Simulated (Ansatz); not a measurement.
**AlH₃: up Jacob's ladder to CCSD(T)**

The task here is to estimate one member of a computed series from the others.

Program: Ansatz 0.2.0, Gaussian basis. Level of theory: functionals in def2-TZVPP, the program's frozen cores in correlated methods. These are calculated values, not measurements.

Levels to be run: LDA (SPW92), PBE-D4, revPBE-D4, BLYP-D4, r2SCAN-D4, B97M-V, PBE0-D4, B3LYP-D4, r2SCANh-D4, r2SCAN0-D4, HSE06-D4, BHLYP-D4, CAM-B3LYP-D4, LC-ωPBE, ωB97X-V, ωB97M-V, B2PLYP, PBE-QIDH; CCSD(T)/def2-SVP; CCSD(T)/def2-TZVPP; CCSD(T)/def2-QZVPP; extrapolation to the limit; RPA on PBE.

### The geometry

The geometry comes from an earlier relaxation with PBE0-D4 in a triple-zeta def2 set; it is a stationary point.

SMILES `[AlH3]`, 4 atoms, charge 0, spin multiplicity 1.

Atoms are counted from 1 here; the program's logs count them from 0.

Bond lengths: Al1–H2 1.586 Å, Al1–H3 1.586 Å, Al1–H4 1.586 Å. Angles: H2–Al1–H3 120.0°, H2–Al1–H4 120.0°, H3–Al1–H4 120.0°.

Set-up of the first run:

File in.yaml:

```yaml
crystal:
  periodic: [false, false, false]
  atoms:
    - {symbol: Al, position_ang: [0.013734, -0.014817, -0.005118]}
    - {symbol: H, position_ang: [0.633214, 0.670863, 1.283643]}
    - {symbol: H, position_ang: [-1.340838, -0.832004, 0.105076]}
    - {symbol: H, position_ang: [0.749390, 0.115658, -1.403901]}
basis:
  gaussian: {orbitals: def2-TZVPP}
hamiltonian: {xc: lda}
output: {orbitals: {seedname: orbitals}}
```

Among the steps run: LDA; PBE-D4 (GGA); revPBE-D4 (GGA); BLYP-D4 (GGA); r2SCAN-D4 (meta-GGA); B97M-V (meta-GGA); PBE0-D4 (hybrid); B3LYP-D4 (hybrid); r2SCANh-D4 (hybrid); r2SCAN0-D4 (hybrid); HSE06-D4 (hybrid); BHLYP-D4 (hybrid); CAM-B3LYP-D4 (range-separated); LC-ωPBE-D4 (range-separated; the results give it without D4); ωB97X-V (range-separated); ωB97M-V (range-separated); B2PLYP (double hybrid); PBE-QIDH (double hybrid).

One table of the session follows, with a row left open; its other results are not shown here.

It belongs to the step «Frontier levels by functional». 

```
  functional  HOMO (eV)  LUMO (eV)  gap (eV)
 LDA (SPW92)          ?          ?         ?
      PBE-D4      -7.30      -2.54      4.76
   revPBE-D4      -7.29      -2.44      4.85
     BLYP-D4      -7.23      -2.45      4.78
   r2SCAN-D4      -7.62      -2.16      5.47
      B97M-V      -7.73      -2.48      5.25
     PBE0-D4      -8.58      -1.75      6.82
    B3LYP-D4      -8.40      -1.99      6.41
  r2SCANh-D4      -8.09      -1.90      6.19
  r2SCAN0-D4      -8.78      -1.53      7.26
    HSE06-D4      -8.17      -2.12      6.05
    BHLYP-D4      -9.80      -1.01      8.80
CAM-B3LYP-D4     -10.01      -0.86      9.15
     LC-ωPBE     -11.42       0.27     11.69
     ωB97X-V     -11.05       0.16     11.21
     ωB97M-V     -10.81      -0.14     10.67
```

Q: Estimate the row for LDA (SPW92) from the others.

The run gave: HOMO (eV): -7.32; LUMO (eV): -2.77; gap (eV): 4.55. In the column «HOMO (eV)» it lies between r2SCAN-D4 (-7.62) and PBE-D4 (-7.30).
